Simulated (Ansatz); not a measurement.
# MgO+ (doublet): from Hartree-Fock to the top rungs, def2-TZVPP

The task here is to estimate one member of a computed series from the others.

Program: Ansatz 0.2.0, Gaussian basis. Level of theory: def2-TZVPP, core rule «outside noble gas», up to 6 orbitals frozen. These are calculated values, not measurements.

Plan: UHF; ROHF; CCSD(T) on UHF.

2 further runs of the same task are left out: 2 set aside as unsound or not needed.

## The system

The geometry is a PBE0/def2-TZVP stationary point (not a proven minimum) of the parent state, kept for this charge and spin.

2 atoms, charge 1, spin multiplicity 2.

Atoms are counted from 1 here; the program's logs count them from 0.

Bond lengths: O1–Mg2 1.733 Å.

As a file:

```
O     0.00000    0.00000    0.00000
Mg    0.00000    0.00000    1.73270
```

The first run:

Input file in.yaml:

```yaml
crystal:
  periodic: [false, false, false]
  atoms:
    - {symbol: O, position_ang: [0.000000, 0.000000, 0.000000]}
    - {symbol: Mg, position_ang: [0.000000, 0.000000, 1.732700]}
basis:
  gaussian: {orbitals: def2-TZVPP}
total_charge: 1
magnetization: {spin_polarized: true, initial_magnetization: 1}
hamiltonian: {xc: hf}
output: {orbitals: {seedname: orbitals}}
```

The run is started by

```sh
> ansatz run in.yaml --threads 1 --pin off --events-out ev --progress --plain --max-ram 4096MiB --backend cpu
```

Steps of the session up to this table: UHF; ROHF; CCSD(T) on UHF.

One table of the session follows, with a row left open; its other results are not shown here.

| method | from UCCSD(T) (meV) |
| --- | --- |
| ROHF | +6167.2 |
| UHF | ? |
| UMP2 | +469.6 |
| UCCSD | +184.5 |
| UCCSD(T) | 0 |

Estimate the missing values for UHF.

**Answer.** from UCCSD(T) (meV): +6042.3. In the column «from UCCSD(T) (meV)» it lies between UMP2 (+469.6) and ROHF (+6167.2).
